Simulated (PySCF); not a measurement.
**HS− (hydrosulfide) at CCSD(T)/6-31G(d) (spherical functions)**

What is the vertical singlet–triplet gap of HS− (hydrosulfide) at CCSD(T)/6-31G* (spherical functions)? The job is set up through a Python script.

Program for the calculation: PySCF 2.14.0.

9 further runs of the same task are left out: 9 set aside as unsound or not needed.

### Step 1. The molecule

The species is HS− (2 atoms), meant as a singlet with charge -1. SMILES: `[SH-]`. The shape is that of a PBE0-D4/def2-TZVPD optimisation.

Bond lengths: S1–H2 1.346 Å.

### Step 2. A single-point energy at CCSD(T)/6-31G(d) (spherical functions)

Input file calc.py:

```python
from pyscf import gto, cc

molecule = gto.M(
    atom='''
S    0.574700  -0.187900   0.295500
H   -0.574700   0.187900  -0.295500
''',
    basis='6-31g*',
    verbose=3,
    max_memory=1860,
    charge=-1,
    spin=0,
)

hf = molecule.RHF()
hf.conv_tol = 1e-10
hf.kernel()
if not hf.converged:
    hf = hf.newton().run(hf.mo_coeff, hf.mo_occ)

mycc = cc.CCSD(hf, frozen=5)
mycc.kernel()
e_t = mycc.ccsd_t()
energy = mycc.e_tot + e_t
print('Final energy', energy)
```

Run with:

```sh
$ OMP_NUM_THREADS=1 python calc.py
```

Log:

```text
converged SCF energy = -398.091826992656
E(CCSD) = -398.2257386001256  E_corr = -0.133911607469247
CCSD(T) correction = -0.0025382183313404
Final energy -398.22827681845695
```

Run time: 0.85 s. Hardware: 1 thread of Arm Neoverse V1, shared host; peak memory 0.12 GiB.

### Step 3. The triplet, same level

Input file job.py:

```python
from pyscf import gto, cc

mol = gto.M(
    atom=[
    ('S', (0.574700, -0.187900, 0.295500)),
    ('H', (-0.574700, 0.187900, -0.295500)),
],
    max_memory=1860,
    spin=2,
    charge=-1,
    basis='6-31g*',
    verbose=3,
)

mf = mol.UHF()
mf.conv_tol = 1e-10
mf.kernel()
if not mf.converged:
    mf = mf.newton().run(mf.mo_coeff, mf.mo_occ)

mycc = cc.CCSD(mf, frozen=5)
mycc.kernel()
e_t = mycc.ccsd_t()
etot = mycc.e_tot + e_t
print('E(%s) = %.9f' % ('CCSD(T)', etot))
```

Run with:

```sh
$ OMP_NUM_THREADS=1 python job.py
```

Log:

```text
WARN: HOMO 0.132347987218941 >= LUMO -0.29886197267979

converged SCF energy = -397.90415363072  <S^2> = 2.0079041  2S+1 = 3.0052648
E(UCCSD) = -398.0207308584563  E_corr = -0.1165772277363597
UCCSD(T) correction = -0.00195016344241096
E(CCSD(T)) = -398.022681022
```

It took 0.93 s on 1 thread of Arm Neoverse V1, shared host; peak memory 0.12 GiB.

### Step 4. Outcome

Level: CCSD(T)/6-31G* (spherical functions), 5 core orbitals frozen.

| quantity | value |
| --- | --- |
| singlet: total energy | -398.22828 Eh |
| singlet: HOMO energy (Hartree–Fock orbitals) | -1.91 eV |
| singlet: LUMO energy (Hartree–Fock orbitals) | 12.36 eV |
| singlet: HOMO–LUMO gap (to an unbound level, set by the basis) | 14.27 eV |
| singlet: correlation energy (5 core orbitals frozen) | -136.4 mEh |
| singlet: (T) correction | -2.54 mEh |
| singlet: T1 diagnostic | 0.006 |
| triplet: total energy | -398.02268 Eh |
| triplet: HOMO energy (Hartree–Fock orbitals) (highest over α and β) | 3.79 eV |
| triplet: LUMO energy (Hartree–Fock orbitals) (lowest over α and β) | 7.69 eV |
| triplet: correlation energy (5 core orbitals frozen) | -118.5 mEh |
| triplet: (T) correction | -1.95 mEh |
| triplet: ⟨S²⟩ of the reference determinant | 2.008 |
| triplet: T1 diagnostic | 0.008 |
| vertical energy of the triplet above the singlet | 5.595 eV |

In words: At this shape the triplet lies 5.59 eV (540 kJ/mol) above the singlet. For an anion a state so high probably lies above electron detachment. The triples (singlet) make up 1.9 % of the correlation energy. The triples (triplet) make up 1.6 % of the correlation energy. The HOMO (triplet) lies at positive energy, 3.79 eV: the electron is unbound at this level or held by a compact basis; values depend on the basis.
